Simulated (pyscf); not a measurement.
PySCF, gas phase, ωB97X-D3(BJ)/def2-SVP geometries.

**Question.** How much does it cost (ΔH, 298 K, ωB97M-D3(BJ)/def2-TZVP) to split `[O]=[Nb]([OH])([OH])[Cl]` at its Nb–O bond into [O=Nb(OH)–Cl]• + OH•?

**Answer.** Nb–O to [O=Nb(OH)–Cl]• + OH•: 5.03 eV. The 7 functionals that were run give +4.92 (M06-2X) to +5.29 eV (PBE). The radicals are drawn with the spin at the cut bond; how far it spreads was not checked. Other isomers of [O=Nb(OH)–Cl]• were not searched in full and may lie lower. Left out: the spin-orbit lowering of OH. Open-shell species with a d-block atom are single-reference here; other states, and whether the spin sits on metal or ligand, were not checked. Elements past Kr carry the def2 core potentials, without spin-orbit coupling.
